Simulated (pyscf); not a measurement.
Structures and frequencies: ωB97X-D3(BJ)/def2-SVP in PySCF. Correlated levels are frozen-core, on RHF or UHF. ΔMP2 is the change of the MP2 total energy from the triple- to the quadruple-zeta basis.

Q: Estimate the classical barrier height and the reaction energy of H₃C–ZnH + hydrogen fluoride (HF) → methane (CH₄) + F–ZnH at CCSD(T)/def2-TZVPP + ΔMP2(QZVPP). The step runs on the singlet surface, breaks C–Zn, F–H and forms C–H, F–Zn; take the separated reactants as zero.

A: ΔE‡ = 0.38 eV, ΔE = -1.05 eV. Zero-point energy shifts the barrier by -0.02 eV. It is a four-centre exchange, with an imaginary mode of 1028i cm⁻¹. One saddle was located; it need not be the lowest between these sides. The CCSD(T) − MP2 part came from Ansatz, without density fitting, on the same reference. The frozen core leaves the outer d or s,p core shells of the metals and heavy elements correlated in the MP2 and CC values, and def2-TZVPP describes them poorly, which can shift differences by a few kcal/mol. Elements up to Kr have no core potential and no relativistic terms here.
